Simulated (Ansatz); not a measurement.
```yaml
crystal:
  periodic: [false, false, false]
  atoms:
    - {symbol: F, position_ang: [-1.089751, -0.248311, -0.002603]}
    - {symbol: O, position_ang: [-0.002482, 0.578609, 0.004846]}
    - {symbol: F, position_ang: [1.091842, -0.238961, -0.001478]}
basis:
  gaussian: {orbitals: def2-TZVP}
hamiltonian: {xc: pbe0}
relax: {f_tol: 0.004, max_steps: 80}
```

```sh
$ ansatz run in.yaml --threads 1 --pin off --events-out ev --progress --plain --max-ram 2176MiB
```

Steps of the relaxation (energy above the last step; positions in Å, forces in eV/Å):

```
3
step 1, 14.1 meV
F    -1.090   -0.248   -0.003   -0.301   -0.535   -0.005
O    -0.002    0.579    0.005   -0.005    1.067    0.009
F     1.092   -0.239   -0.001    0.306   -0.532   -0.004
```

```
3
step 2, 1.5 meV
F    -1.085   -0.255   -0.003   -0.153   -0.170   -0.001
O    -0.003    0.593    0.005   -0.001    0.338    0.003
F     1.087   -0.246   -0.002    0.154   -0.169   -0.001
```

```
3
step 3, 0.0 meV
F    -1.086   -0.258   -0.003   -0.017   -0.007    0.000
O    -0.003    0.598    0.005    0.000    0.013    0.000
F     1.088   -0.249   -0.002    0.017   -0.006    0.000
```

```
3
step 4, 0.0 meV
F    -1.086   -0.258   -0.003    0.000    0.000    0.000
O    -0.003    0.598    0.005    0.000    0.000    0.000
F     1.088   -0.249   -0.002    0.000    0.000    0.000
```

Close pairs at the end: O2–F3 1.381 Å, F1–O2 1.381 Å.

A stationary point of restricted PBE0 after 4 steps (its stability towards spin polarisation wasn't tested); no frequencies were run, so it isn't proven a minimum. 6 s on 1 thread of Arm Neoverse V1, shared host.
